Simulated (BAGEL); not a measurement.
# AlH5S (Al(H2S)H3) at HF/Sapporo-DZP-2012 (DC, density fitting with svp-jkfit)

What is the energy difference between two shapes of AlH5S (Al(H2S)H3) at HF/Sapporo-DZP-2012 (DC, density fitting with svp-jkfit)? 

Program for the calculation: BAGEL 1.2.2.

2 further runs of the same task are left out: 2 set aside as unsound or not needed.

### Step 1. The system as given

The species is AlH5S (7 atoms), meant as a singlet with charge 0. As SMILES, `[H][Al]([H])([H])<-[SH2]`. Geometry: a GFN2-xTB relaxation, a rough one for these elements and not checked as a minimum.

Bond lengths: Al1–S2 2.471 Å, S2–H3 1.332 Å, S2–H4 1.332 Å, Al1–H5 1.563 Å, Al1–H6 1.577 Å, Al1–H7 1.563 Å. Angles: Al1–S2–H3 90.6°, Al1–S2–H4 90.1°, S2–Al1–H5 96.0°, S2–Al1–H6 92.1°, S2–Al1–H7 95.6°, H3–S2–H4 92.6°, H5–Al1–H6 118.7°, H5–Al1–H7 120.8°, H6–Al1–H7 118.6°.

### Step 2. Energy and forces at HF/Sapporo-DZP-2012 (DC, density fitting with svp-jkfit)

input.json

```json
{ "bagel": [

{
  "title": "molecule",
  "basis": "sapporo-dzp-2012.json",
  "df_basis": "svp-jkfit",
  "angstrom": true,
  "finite_nucleus": true,
  "geometry": [
    { "atom": "Al", "xyz": [    0.129800,   -0.221970,   -1.011590 ] },
    { "atom": "S", "xyz": [    0.151830,   -0.251940,    1.458910 ] },
    { "atom": "H", "xyz": [    0.512600,    1.030130,    1.485280 ] },
    { "atom": "H", "xyz": [   -1.145480,    0.049310,    1.476400 ] },
    { "atom": "H", "xyz": [    1.682150,   -0.187190,   -1.188640 ] },
    { "atom": "H", "xyz": [   -0.666140,    1.139260,   -1.046260 ] },
    { "atom": "H", "xyz": [   -0.664760,   -1.557600,   -1.174090 ] }
  ]
},
{
  "title": "hf"
},
{
  "title": "force",
  "method": [
    {
      "title": "dhf",
      "gaunt": false,
      "breit": false
    }
  ]
}

]}
```

The basis set Sapporo-DZP-2012 is read from a file made from the Basis Set Exchange's data (not shown).

Run with:

```bash
$ BAGEL_NUM_THREADS=1 BAGEL input.json > input.out
```

The log of the run:

```text
* using 1 threads per process

  ===============================================================
  ===============================================================

  *** Geometry ***

  { "atom" : "Al", "xyz" : [      0.245286,     -0.419463,     -1.911628 ] },
  { "atom" : "S", "xyz" : [      0.286917,     -0.476098,      2.756940 ] },
  { "atom" : "H", "xyz" : [      0.968674,      1.946664,      2.806772 ] },
  { "atom" : "H", "xyz" : [     -2.164643,      0.093182,      2.789992 ] },
  { "atom" : "H", "xyz" : [      3.178803,     -0.353738,     -2.246204 ] },
  { "atom" : "H", "xyz" : [     -1.258822,      2.152889,     -1.977145 ] },
  { "atom" : "H", "xyz" : [     -1.256214,     -2.943437,     -2.218709 ] },

  Number of auxiliary basis functions:      346

  Since a DF basis is specified, we compute 2- and 3-index integrals:
    o Being stored without compression. Storage requirement is 0.017 GB

  Number of basis functions:       79
  Number of electrons      :       34

    * METHOD: MOLECULE                             0.13

  *** RHF ***

  === Nuclear Repulsion ===
    85.5494907682

      * DIIS with orbital gradients will be used.

  === RHF iteration (sapporo-dzp-2012.json) ===
      0       -642.24279560          0.00812208           0.03
      1       -642.28690109          0.00258233           0.03
      2       -642.29108787          0.00094621           0.03
      3       -642.29162545          0.00017372           0.03
      4       -642.29165632          0.00004099           0.03
      5       -642.29165819          0.00000666           0.03
      6       -642.29165823          0.00000185           0.03
      7       -642.29165824          0.00000055           0.03
      8       -642.29165824          0.00000015           0.03
      9       -642.29165824          0.00000004           0.03
     10       -642.29165824          0.00000001           0.03
     11       -642.29165824          0.00000000           0.03
    * SCF iteration converged.

    * Permanent dipole moment:
           (    0.212759,    -0.366578,    -1.243647) a.u.

    * METHOD: HF                                   0.47

  The gradients will be computed analytically.
  *** Geometry (Relativistic) ***

  *** Dirac HF ***

  === Nuclear Repulsion ===
    85.5494907682

      * DIIS with orbital gradients will be used.

  === Dirac RHF iteration (sapporo-dzp-2012.json, RKB) ===
      0       -643.83519726          0.00026666           2.80
      1       -643.83522599          0.00001984           2.91
      2       -643.83522983          0.00000572           2.87
imaginary part of energy is nonzero!! Perhaps Fock is not Hermite for some reasons -2.087515057e-12
      3       -643.83523027          0.00000136           2.82
imaginary part of energy is nonzero!! Perhaps Fock is not Hermite for some reasons -1.819029519e-12
      4       -643.83523037          0.00000047           2.80
      5       -643.83523038          0.00000016           2.84
      6       -643.83523039          0.00000004           2.87
      7       -643.83523039          0.00000001           2.83
      8       -643.83523039          0.00000000           2.83
    * SCF iteration converged.

    * Permanent dipole moment: Dirac Hartree-Fock
           (    0.210373,    -0.362529,    -1.242208) a.u.

  * Nuclear energy gradient

    o Atom   0
        x          0.0004470653
        y         -0.0011183285
        z          0.0022508118
    o Atom   1
        x         -0.0006137268
        y          0.0009001835
        z         -0.0099904768
    o Atom   2
        x         -0.0029060235
        y         -0.0030891389
        z         -0.0033967647
    o Atom   3
        x          0.0042121749
        y          0.0010244446
        z         -0.0035274747
    o Atom   4
        x         -0.0079324653
        y         -0.0001128484
        z          0.0047114575
    o Atom   5
        x          0.0027059483
        y         -0.0045901065
        z          0.0052485551
    o Atom   6
        x          0.0040870270
        y          0.0069857943
        z          0.0047038918
  * Gradient computed with                             12.61

    * METHOD: FORCE                               42.56

  ===============================================================
```

Wall time 44 s (1 thread of Arm Neoverse V2, shared host); peak memory 1.1 GiB.

### Step 3. The distorted shape

job.json

```json
{ "bagel": [

{
  "title": "molecule",
  "basis": "sapporo-dzp-2012.json",
  "df_basis": "svp-jkfit",
  "angstrom": true,
  "finite_nucleus": true,
  "geometry": [
    { "atom": "Al", "xyz": [       0.116536,      -0.091356,      -1.208312 ] },
    { "atom": "S", "xyz": [       0.087802,      -0.225280,       1.558873 ] },
    { "atom": "H", "xyz": [       0.516468,       0.999442,       1.475512 ] },
    { "atom": "H", "xyz": [      -1.169682,       0.001620,       1.595531 ] },
    { "atom": "H", "xyz": [       1.611156,      -0.230902,      -1.233727 ] },
    { "atom": "H", "xyz": [      -0.601925,       0.982343,      -1.096872 ] },
    { "atom": "H", "xyz": [      -0.657447,      -1.510989,      -1.155646 ] }
  ]
},

{
  "title": "hf",
  "charge": 0
},

{
  "title": "force",
  "method": [
    {
      "title": "dhf",
      "charge": 0,
      "gaunt": false,
      "breit": false
    }
  ]
}

]}
```

The basis set Sapporo-DZP-2012 is read from a file made from the Basis Set Exchange's data (not shown).

Run with:

```bash
$ BAGEL_NUM_THREADS=1 BAGEL job.json > job.out
```

The log of the run:

```text
* using 1 threads per process

  ===============================================================
  ===============================================================

  *** Geometry ***

  { "atom" : "Al", "xyz" : [      0.220221,     -0.172638,     -2.283379 ] },
  { "atom" : "S", "xyz" : [      0.165922,     -0.425718,      2.945843 ] },
  { "atom" : "H", "xyz" : [      0.975983,      1.888672,      2.788314 ] },
  { "atom" : "H", "xyz" : [     -2.210379,      0.003061,      3.015117 ] },
  { "atom" : "H", "xyz" : [      3.044644,     -0.436342,     -2.331406 ] },
  { "atom" : "H", "xyz" : [     -1.137473,      1.856359,     -2.072788 ] },
  { "atom" : "H", "xyz" : [     -1.242395,     -2.855355,     -2.183854 ] },

  Number of auxiliary basis functions:      346

  Since a DF basis is specified, we compute 2- and 3-index integrals:
    o Being stored without compression. Storage requirement is 0.017 GB

  Number of basis functions:       79
  Number of electrons      :       34

    * METHOD: MOLECULE                             0.13

  *** RHF ***

  === Nuclear Repulsion ===
    81.6747225658

      * DIIS with orbital gradients will be used.

  === RHF iteration (sapporo-dzp-2012.json) ===
      0       -642.19997164          0.00832894           0.03
      1       -642.24434249          0.00260327           0.03
      2       -642.24846002          0.00092251           0.03
      3       -642.24896859          0.00016927           0.03
      4       -642.24899782          0.00003970           0.03
      5       -642.24899961          0.00000670           0.03
      6       -642.24899966          0.00000196           0.03
      7       -642.24899967          0.00000056           0.03
      8       -642.24899967          0.00000015           0.03
      9       -642.24899967          0.00000005           0.03
     10       -642.24899967          0.00000002           0.03
     11       -642.24899967          0.00000001           0.03
    * SCF iteration converged.

    * Permanent dipole moment:
           (    0.230590,    -0.721019,    -0.537527) a.u.

    * METHOD: HF                                   0.46

  The gradients will be computed analytically.
  *** Geometry (Relativistic) ***

  *** Dirac HF ***

  === Nuclear Repulsion ===
    81.6747225658

      * DIIS with orbital gradients will be used.

  === Dirac RHF iteration (sapporo-dzp-2012.json, RKB) ===
      0       -643.79274635          0.00026667           2.86
      1       -643.79277497          0.00001966           2.95
imaginary part of energy is nonzero!! Perhaps Fock is not Hermite for some reasons 1.047770161e-12
      2       -643.79277871          0.00000556           2.92
      3       -643.79277912          0.00000135           2.87
      4       -643.79277922          0.00000044           2.90
      5       -643.79277924          0.00000014           2.84
imaginary part of energy is nonzero!! Perhaps Fock is not Hermite for some reasons 1.571683322e-12
      6       -643.79277924          0.00000004           2.89
      7       -643.79277924          0.00000001           2.90
imaginary part of energy is nonzero!! Perhaps Fock is not Hermite for some reasons -1.062618092e-12
      8       -643.79277924          0.00000000           2.91
    * SCF iteration converged.

    * Permanent dipole moment: Dirac Hartree-Fock
           (    0.228278,    -0.717302,    -0.537164) a.u.

  * Nuclear energy gradient

    o Atom   0
        x         -0.0439588432
        y          0.1335612333
        z         -0.0101143030
    o Atom   1
        x         -0.0384912947
        y          0.0356066150
        z          0.0004809230
    o Atom   2
        x         -0.0008280386
        y         -0.0251180247
        z         -0.0040448404
    o Atom   3
        x          0.0377052538
        y         -0.0142454636
        z         -0.0019434592
    o Atom   4
        x         -0.0288169637
        y         -0.0044300697
        z          0.0076359215
    o Atom   5
        x          0.0741054998
        y         -0.1212242342
        z         -0.0021587722
    o Atom   6
        x          0.0002843866
        y         -0.0041500561
        z          0.0101445303
  * Gradient computed with                             12.75

    * METHOD: FORCE                               43.21

  ===============================================================
```

Run time: 44 s. Hardware: 1 thread of Arm Neoverse V2, shared host; peak memory 1.1 GiB.

### Step 4. Results

At HF/Sapporo-DZP-2012 (DC, density fitting with svp-jkfit):

| quantity | value |
| --- | --- |
| first shape: total energy | -643.83523 Eh |
| first shape: dipole moment | 3.33 D |
| first shape: largest force on an atom | 0.517 eV/Å |
| distorted shape: total energy | -643.79278 Eh |
| distorted shape: dipole moment | 2.35 D |
| distorted shape: largest force on an atom | 7.307 eV/Å |
| energy change with the atoms displaced | 1.155 eV |

**Reading.** With the atoms displaced the energy rises by 1.16 eV (111 kJ/mol). The first shape isn't relaxed at this level, so the change isn't measured from a minimum. The largest force (first shape) is 0.52 eV/Å: the shape isn't a stationary point for this species at this level.
